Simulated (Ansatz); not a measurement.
A made-up structure of C2H2B (charge +1), singlet:

| atom | x (Å) | y (Å) | z (Å) |
| --- | --- | --- | --- |
| B1 | 0.2014 | 0.6979 | -0.0402 |
| C2 | -0.3422 | -0.6419 | -0.0134 |
| C3 | -1.1056 | 0.4401 | -0.4210 |
| H4 | 0.0739 | -1.6021 | 0.2645 |
| H5 | 1.2329 | 1.1312 | 0.2257 |

It is relaxed with PBE-D4/def2-SVP and then PBE0-D4/def2-TZVP (Ansatz 0.2.0). Atoms count as bonded within 1.22 times the sum of their covalent radii (H–H: 0.88 Å). The end point is not checked to be a true minimum.

Problem. Does its bonding change? (A judgement: the text doesn't fix the answer.)

Solution. Computed: Yes. Formed: none; broken: B1–C2.

Where it ends: The first stage lowers the energy by 2.14 eV in 13 steps. It ends as C₂H₂B ([BH][C][CH]), total charge +1:
```xyz
5
angstrom
B 0.5616 1.1995 0.0001
C -0.5360 -1.1890 0.0066
C -0.0257 -0.0847 0.0044
H -0.9883 -2.1662 0.0083
H 1.0487 2.2657 -0.0039
```

Labels in which every atom is bracketed show which atoms are joined, not bond orders.

For scale, one of the runs: PBE0-D4/def2-TZVP relaxation, 105 basis functions, launched by `ansatz run in.yaml --threads 2 --pin off --events-out ev --progress --plain --max-ram 4352MiB`. Hardware: 2 CPU threads of an Arm Neoverse V2, shared host. Wall time about 4 s.
